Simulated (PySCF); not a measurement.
Task: What does the PBE0-D3(BJ)/def2-SVP structure of InChI=1S/C5H10O/c1-3-5(2)4-6/h3,5-6H,1,4H2,2H3/t5-/m0/s1 look like in three dimensions?

Result: 
Z-matrix in Å and degrees, rows numbered from 1:
```
C 
C   1  1.3360
C   2  1.4997  1  125.26
C   3  1.5237  2  112.01  1  -137.60
C   3  1.5357  2  108.96  1    98.96
O   5  1.3945  3  112.86  2   -60.42
H   1  1.0952  2  121.28  3     3.99
H   1  1.0934  2  121.61  3  -177.39
H   2  1.0993  1  118.92  3   176.43
H   3  1.1039  2  108.39  1   -16.58
H   4  1.0999  3  111.30  2    58.45
H   4  1.1009  3  111.08  2   178.77
H   4  1.1025  3  111.04  2   -61.46
H   5  1.1118  3  108.72  2    64.66
H   5  1.1024  3  109.07  2  -179.38
H   6  0.9662  5  107.02  3    50.10
```

The 4 C–C bonds span 1.336 Å (C1=C2, drawn double) to 1.536 Å (C3–C5, drawn single), a spread of 0.200 Å. Of the pairs four or more bonds apart, C2···H16 is among the closest relative to their van der Waals radii: 2.44 Å, 84 % of the sum of Bondi's values.

Computed, not measured: PySCF 2.14.0, PBE0-D3(BJ)/def2-SVP geometry optimisation, gas phase.

Point group: C1 (no symmetry element, even within 0.4 Å). No frequency check. One conformer, not necessarily the lowest (C1–C2–C3–C4 -138°, C2–C3–C5–O6 -60°, C3–C5–O6–H 50°).

Time: 64 s; peak memory 0.73 GiB. Hardware: one thread of an Intel Xeon Platinum 8259CL at 2.50 GHz, no GPU (shared host). These figures are those of the optimisation.
